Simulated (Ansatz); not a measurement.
SiB₂, relaxed as a triplet with UKS r2SCAN-D4/def2-TZVP in Ansatz, starting from the r2SCAN-D4/def2-TZVP geometry of the neutral singlet. Force threshold 0.02 eV/Å.

The charge 0 triplet is spin-contaminated (final ⟨S²⟩ up to 2.13, 2.00 for a pure state). At r2SCAN-D4/def2-TZVP a singlet of charge 0 lies 0.25 eV below the triplet, each at its own geometry. The structure comes from a short search, and lower isomers may exist.

Start:

Cartesian coordinates in Å:
```
B 0.942 -0.122 -0.057
B -0.139 0.926 -0.171
Si -0.804 -0.804 0.228
```

| step | energy (eV) | largest force component (eV/Å) | SCF passes |
| --- | --- | --- | --- |
| 1 | -9222.6314 | 1.203 | 43 |
| 2 | -9222.6697 | 0.434 | 45 |
| 3 | -9222.6759 | 0.063 | 45 |
| 4 | -9222.6760 | 0.029 | 47 |
| 5 | -9222.6760 | 0.000 | 37 |

Force components are those of the run's own axes.

End:

```xyz
3

B     0.961   -0.144   -0.054
B    -0.161    0.944   -0.173
Si   -0.800   -0.800    0.227
```

By distances, no bond broke or formed. The bond that changes most is B1–B2, from 1.51 to 1.57 Å (atoms count from 1).

No frequencies were taken in this run, so the end may be a saddle point.

Hardware: 2 threads of Arm Neoverse V2 on a shared host. Wall time 14 s.
